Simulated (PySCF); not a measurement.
Mapped SMILES: `[CH2:1]=[CH:2][S:3][CH3:4]`; H(Xn) means a hydrogen on atom n. Ha(C1) is cis to S3; Hb(C1) is trans to S3.

GIAO shifts from PySCF on PBE0-D3(BJ)/def2-TZVP geometries (one conformer, non-relativistic, equivalent nuclei averaged), against TMS at the same level and in the same medium; PCM means IEF-PCM chloroform.

Measured (solution, not stated per compound (mostly CDCl3 or CCl4); Pretsch, Buehlmann, Badertscher, Structure Determination of Organic Compounds, 4th ed. (2009)): H(C2) 6.43, Hb(C1) 5.18, Ha(C1) 4.95 ppm.

Q: Which unscaled values do B97-2/pcSseg-2, gas; WP04/pcSseg-2, PCM; wB97X-D/pcSseg-2, PCM give, and how close are they?

A: 
```csv
atoms,measured,"B97-2/pcSseg-2, gas","WP04/pcSseg-2, PCM","wB97X-D/pcSseg-2, PCM"
H(C2),6.43,6.82,6.56,7.02
Hb(C1),5.18,5.32,5.22,5.50
Ha(C1),4.95,4.86,4.85,5.17
```

Mean absolute error for 1H: B97-2/pcSseg-2, gas 0.21, WP04/pcSseg-2, PCM 0.09, wB97X-D/pcSseg-2, PCM 0.38 ppm.
